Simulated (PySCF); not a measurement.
# LiH⁻ with other numerical set-ups

The method stays; parts of the set-up, such as the basis or the Hamiltonian, are changed.

Method: each script names its method and basis; program: PySCF 2.14.0.

4 further runs of the same task are left out: 4 that didn't finish.

**1. The starting structure**

LiH⁻: 2 atoms, charge -1, spin multiplicity 2.

Bond lengths: Li1–H2 1.620 Å.

**2. The run that the others are compared with**

input.py reads:

```python
from pyscf import gto, dft

mol = gto.M(
    atom='Li 0 0 0; H 0 0 1.62',
    basis='6-311++g**',
    charge=-1,
    spin=1,
    verbose=3,
)
mf = dft.UKS(mol, xc='blyp')
mf.kernel()
g = mf.nuc_grad_method()
g.grid_response = True
g.kernel()
mf.dip_moment()
print('orbital energies (hartree):', [e[max(0, n-3):n+3].round(4) for e, n in zip(mf.mo_energy, mol.nelec)])
```

On the command line:

```console
> OMP_NUM_THREADS=1 python input.py
```

Its log is not repeated here.

It gives: E(SCF) = -8.082338 Eh, ⟨S²⟩ = 0.751, gradient on the second atom -0.0052 Eh/bohr.

The bond length is a typed value, not an optimised one. The dipole of an ion depends on the origin.

**3. Pcseg-1**

Variant 1 changes basis set: 6-311++g** → pcseg-1.

input.py reads:

```python
from pyscf import gto, dft

mol = gto.M(
    atom='Li 0 0 0; H 0 0 1.62',
    basis='pcseg-1',
    charge=-1,
    spin=1,
    verbose=3,
)
mf = dft.UKS(mol, xc='blyp')
mf.kernel()
g = mf.nuc_grad_method()
g.grid_response = True
g.kernel()
mf.dip_moment()
print('orbital energies (hartree):', [e[max(0, n-3):n+3].round(4) for e, n in zip(mf.mo_energy, mol.nelec)])
```

On the command line:

```console
> OMP_NUM_THREADS=1 python input.py
```

**4. Jorge-dzp**

Variant 2 changes basis set: 6-311++g** → jorge-dzp.

input.py: that of step 2 with these lines changed.

```diff
@@ -4,3 +4,3 @@
     atom='Li 0 0 0; H 0 0 1.62',
-    basis='6-311++g**',
+    basis='jorge-dzp',
     charge=-1,
```

**5. Density fitting weigend**

Variant 3 changes density fitting: none → weigend.

input.py: that of step 2 with these lines changed.

```diff
@@ -10,2 +10,3 @@
 mf = dft.UKS(mol, xc='blyp')
+mf = mf.density_fit(auxbasis='weigend')
 mf.kernel()
```

**6. Integration grid 0**

Variant 4 changes integration grid: default → 0.

input.py: that of step 2 with these lines changed.

```diff
@@ -10,2 +10,3 @@
 mf = dft.UKS(mol, xc='blyp')
+mf.grids.level = 0
 mf.kernel()
```

**7. Spin-free X2C on**

Variant 5 changes spin-free X2C: off → on.

input.py: that of step 2 with these lines changed.

```diff
@@ -10,2 +10,3 @@
 mf = dft.UKS(mol, xc='blyp')
+mf = mf.sfx2c1e()
 mf.kernel()
```

**Question.** What will these runs give? Wanted: for each run, E(SCF); from base; gap, α spin.

The runs gave:

```csv
run,E(SCF) (hartree),from base (eV),"gap, α spin (eV)",functions
base,-8.082338,0,0.55,29
pcseg-1,-8.066682,+0.4260,1.65,14
jorge-dzp,-8.071919,+0.2835,0.94,20
density fitting weigend,-8.086958,-0.1257,0.71,29
integration grid 0,-8.082064,+0.0075,0.60,29
spin-free X2C on,-8.083012,-0.0183,0.55,29
```

The highest filled level of this anion is positive: the basis lacks diffuse functions or the electron is not bound, so these numbers hang on the basis. Of the runs whose energies can be compared, “pcseg-1” moves the SCF energy most (+0.426 eV). pcseg-1 (14 functions) gives an energy 0.43 eV higher than 6-311++g** (29). jorge-dzp (20 functions) gives an energy 0.28 eV higher than 6-311++g** (29). Scalar relativity lowers the total energy by 0.02 eV, nearly all of it in the inner shells; a basis contracted without relativity catches only part of it. Rows marked «poor choice» come from settings spoiled on purpose.
